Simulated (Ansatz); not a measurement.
# OCS (SMILES O=C=S): CAM-B3LYP/STO-3G

Aim: the energy change on altering one bond length of OCS at CAM-B3LYP/STO-3G, from 2 runs. 

The results are computed with Ansatz 0.2.0.

50 further runs of the same task are left out: 2 that didn't finish, 48 set aside as unsound or not needed.

## (1) The system as given

The species is OCS (3 atoms), meant as a singlet with charge 0. As SMILES, `O=C=S`. The coordinates come from a PBE0-D4/def2-TZVP relaxation.

Bond lengths: O1–C2 1.152 Å, C2–S3 1.558 Å. Angles: O1–C2–S3 180.0°.

## (2) The energy at CAM-B3LYP/STO-3G

The input, molecule.yaml:

```yaml
crystal:
  periodic: [false, false, false]
  atoms:
    - {symbol: O, position_ang: [0.921990, 0.684410, 0.582150]}
    - {symbol: C, position_ang: [0.096740, 0.071800, 0.061080]}
    - {symbol: S, position_ang: [-1.018720, -0.756210, -0.643230]}
basis:
  gaussian: {orbitals: STO-3G}
magnetization: {spin_polarized: false}
hamiltonian: {xc: {name: CAM-B3LYP}}
accuracy: high
```

Started as:

```sh
ansatz run molecule.yaml --threads 1 --pin off --max-ram 3480MiB --events-out events.jsonl --progress --plain --runs-dir runs
```

The program printed:

```text
Warning: RAYON_NUM_THREADS=1 ignored (pool sized by the plan → 1); use --threads N
Functional definition: CAM-B3LYP
  name "CAM-B3LYP"
  parameter alpha = 0.19
  parameter beta = 0.46
  parameter omega = 0.33/bohr
  parameter ac = 0.81
  exchange = (1 - alpha - beta)*b88_x + beta*b88_x_sr(omega) + alpha*exact_x + beta*exact_x_lr(omega)
  correlation = (1 - ac)*vwn5_c + ac*lyp_c
325 factors; integrals over basis functions are off by at most 2.3e-8 eV
130 factors; integrals over basis functions are off by at most 1.3e-9 eV
mean field evaluation 1: about -13753.4785 eV, gradient 2.8e1 eV
mean field evaluation 2: about -13752.5295 eV, gradient 3.6e1 eV
mean field evaluation 4: about -13755.7757 eV, gradient 2.3e0 eV
mean field evaluation 8: about -13755.7628 eV, gradient 1.7e-2 eV
mean field evaluation 16: about -13755.7628 eV, gradient 5.1e-8 eV
mean field -13755.76276391 eV, -505.5149575828 hartree, gradient 5.0e-8 eV, S^2 0.000000; 0 other end points of the search recorded, 0 dependent functions left out
reference -13755.76277342 eV, -505.5149579323 hartree; 15, 15 occupied and 4, 4 virtual orbitals, 325 factors
Total energy: -13755.76277342 eV, -505.5149579323 hartree
```

It took 0.44 s on 1 thread of Intel Xeon 6975P-C (Granite Rapids), shared host.

## (3) The distorted shape, same level

The input, input.yaml:

```yaml
crystal:
  periodic: [false, false, false]
  atoms:
    - {symbol: O, position_ang: [1.128302, 0.837562, 0.712417]}
    - {symbol: C, position_ang: [0.096740, 0.071800, 0.061080]}
    - {symbol: S, position_ang: [-1.018720, -0.756210, -0.643230]}
basis:
  gaussian: {orbitals: STO-3G}
hamiltonian: {xc: {name: CAM-B3LYP}}
accuracy: high
```

Started as:

```sh
ansatz run input.yaml --threads 1 --pin off --max-ram 3480MiB --events-out events.jsonl --progress --plain --runs-dir runs
```

The program printed:

```text
Warning: RAYON_NUM_THREADS=1 ignored (pool sized by the plan → 1); use --threads N
Functional definition: CAM-B3LYP
  name "CAM-B3LYP"
  parameter alpha = 0.19
  parameter beta = 0.46
  parameter omega = 0.33/bohr
  parameter ac = 0.81
  exchange = (1 - alpha - beta)*b88_x + beta*b88_x_sr(omega) + alpha*exact_x + beta*exact_x_lr(omega)
  correlation = (1 - ac)*vwn5_c + ac*lyp_c
322 factors; integrals over basis functions are off by at most 2.5e-8 eV
131 factors; integrals over basis functions are off by at most 1.5e-9 eV
mean field evaluation 1: about -13750.0222 eV, gradient 3.7e1 eV
mean field evaluation 2: about -13704.7986 eV, gradient 1.4e2 eV
mean field evaluation 4: about -13754.2178 eV, gradient 5.2e0 eV
mean field evaluation 8: about -13754.2495 eV, gradient 7.0e-2 eV
mean field evaluation 16: about -13754.2495 eV, gradient 1.5e-6 eV
mean field -13754.24954569 eV, -505.4593478388 hartree, gradient 6.9e-8 eV, S^2 0.000000; 0 other end points of the search recorded, 0 dependent functions left out
reference -13754.24955528 eV, -505.4593481914 hartree; 15, 15 occupied and 4, 4 virtual orbitals, 322 factors
Total energy: -13754.24955528 eV, -505.4593481914 hartree
```

Run time: 0.44 s. Hardware: 1 thread of Intel Xeon 6975P-C (Granite Rapids), shared host.

## (4) Outcome

At CAM-B3LYP/STO-3G:

```
                                                         quantity          value
                                        first shape: total energy  -505.51496 Eh
                                    distorted shape: total energy  -505.45935 Eh
energy change with the O1–C2 bond stretched from 1.152 to 1.440 Å       1.513 eV
```

**Reading.** With the O1–C2 bond stretched from 1.152 to 1.440 Å the energy rises by 1.51 eV (146 kJ/mol). The first shape isn't relaxed at this level, so the change isn't measured from a minimum. The minimal basis adds a large error of its own.
